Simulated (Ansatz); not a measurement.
Relaxation of C₃H₇NS (12 atoms, charge 0, multiplicity 1), to a largest force component of 0.015 eV/Å in at most 40 steps.

Computed with RKS B3LYP-D4/def2-SVP in Ansatz 0.2.0.

```xyz
12
Properties=species:S:1:pos:R:3
C -0.562 -0.062 -1.667
C -0.236 0.477 -0.328
S -1.343 0.179 0.972
C 0.339 -0.463 0.716
N 1.246 -0.047 1.694
H -1.338 0.673 -2.145
H 0.301 -0.047 -2.319
H -1.004 -1.007 -1.665
H 0.201 1.490 -0.326
H 0.302 -1.526 0.485
H 1.824 0.749 1.345
H 1.978 -0.759 1.883
```

Where does it end, and by what steps?

It converged. After 16 steps the energy has fallen by 0.705 eV; N5 moved furthest, 0.51 Å.

```csv
step,energy less start (eV),largest force component (eV/Å),accepted
0,0.0000,3.465,yes
1,-0.3742,1.041,yes
2,-0.4096,0.701,yes
3,-0.4626,0.350,yes
4,-0.4602,0.484,no
5,-0.4795,0.141,yes
6,-0.4861,0.277,yes
7,-0.4906,0.523,yes
8,-0.5562,0.885,yes
9,-0.6683,0.543,yes
10,-0.6944,0.489,yes
11,-0.7008,0.219,yes
12,-0.7032,0.113,yes
13,-0.7043,0.176,yes
14,-0.7051,0.029,yes
15,-0.7051,0.020,no
16,-0.7051,0.005,yes
```

```xyz
12
Properties=species:S:1:pos:R:3
C -0.623 -0.021 -1.704
C -0.161 0.458 -0.348
S -1.288 0.207 1.091
C 0.431 -0.476 0.623
N 1.593 -0.137 1.338
H -1.379 0.661 -2.123
H 0.226 -0.065 -2.410
H -1.074 -1.022 -1.632
H 0.298 1.456 -0.360
H 0.371 -1.541 0.378
H 1.601 0.843 1.616
H 1.711 -0.706 2.175
```

Whether the end is a true minimum wasn't checked by a vibrational analysis.

Run time: 44 s on 2 threads of Arm Neoverse V2 (shared host), peak memory 0.24 GiB.
